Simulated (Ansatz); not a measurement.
Task: a rigid scan of one bond angle of N2O, SMILES N#[N+][O-], with the Python package of Ansatz (0.2.0). Give the script and its output. Use (for the species named): Hartree-Fock, def2-SVP basis, multiplicity 1.

```xyz
3

N    -0.5043    0.9869   -0.1655
N    -0.0067    0.0131   -0.0022
O     0.5110   -1.0000    0.1677
```

Script `n2o_bend.py`:
```python
# -*- coding: utf-8 -*-
"""Energy of N2O against one bond angle."""

import ansatz as az
from ase import Atoms


def main():
    atoms = Atoms(["N", "N", "O"], positions=[
        [-0.50432, 0.98687, -0.16552],
        [-0.00666, 0.01309, -0.00218],
        [0.51098, -0.99995, 0.16769],
    ])

    # relax first, so that the scan starts from a minimum
    first = az.Crystal.molecule_from_ase(atoms).calculation()
    first = first.basis(gaussian="def2-SVP")
    first = first.functional("hf").relax(force_tolerance=0.02, max_steps=80)
    atoms.positions = first.run(threads=1, pin="off").report["positions_ang"]

    rows = []
    for angle in [85, 95, 105, 115, 125, 140, 160]:
        bent = atoms.copy()
        bent.set_angle(2, 1, 0, angle, indices=[0])
        calculation = (
            az.Crystal.molecule_from_ase(bent).calculation()
            .basis(gaussian="def2-SVP")
            .functional("hf")
        )
        rows.append((angle, calculation.run(threads=1, pin="off").report["free_energy_ev"]))
    floor = min(e for _, e in rows)
    for angle, e in rows:
        print(f"angle O2-N1-N0 = {angle:3d} deg   {1000 * (e - floor):9.1f} meV")


if __name__ == "__main__":
    main()
```

```console
$ python n2o_bend.py
angle O2-N1-N0 =  85 deg      4678.1 meV
angle O2-N1-N0 =  95 deg      4781.2 meV
angle O2-N1-N0 = 105 deg      4594.5 meV
angle O2-N1-N0 = 115 deg      3731.7 meV
angle O2-N1-N0 = 125 deg      2587.0 meV
angle O2-N1-N0 = 140 deg      1127.6 meV
angle O2-N1-N0 = 160 deg         0.0 meV
```

The scan is rigid, and the energies are electronic, in a modest basis. The zero is the lowest point of the grid, which needn't be the minimum. The whole script took 1.3 s on 1 thread of AMD EPYC 9B45 (Zen 5), with other jobs on the host, peak memory 0.15 GiB.
